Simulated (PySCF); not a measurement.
## Working out the electron affinity of C

C⁻ [He] 2s2 2p3 (4S) → C [He] 2s2 2p2 (3P). All numbers are calculated (PySCF 2.14, scalar relativity by spin-free X2C-1e, in dyall-av3z (15s9p3d2f, 71 functions)). Frozen: 1s2; the 14 highest virtual orbitals dropped. Energies in hartree (1 hartree = 27.21139 eV):

| part | C⁻ (lower) | C (upper) |
| --- | --- | --- |
| UHF | -37.725136 | -37.708634 |
| MP2 opposite-spin | -0.067146 | -0.056552 |
| MP2 same-spin | -0.032367 | -0.013099 |

Question: What does Hartree-Fock give?

Answer: (-37.708634) − (-37.725136) = 0.016502 hartree = 0.449 eV.

Question: What do MP2 and SCS-MP2 (6/5 opposite-spin, 1/3 same-spin) give?

Answer: The opposite-spin parts differ by 0.288 eV and the same-spin parts by 0.524 eV. MP2: 0.449 + (0.288) + (0.524) = 1.261 eV. SCS-MP2: 0.449 + 1.2 × (0.288) + (0.524)/3 = 0.969 eV.

A first-order spin-orbit estimate adds -0.004 eV to MP2 (valence), giving 1.257 eV against 1.262 eV (measured; photodetachment measurements, as compiled on the Wikipedia data page of electron affinities).

What remains against the reference includes basis incompleteness, the frozen core and correlation beyond second order.
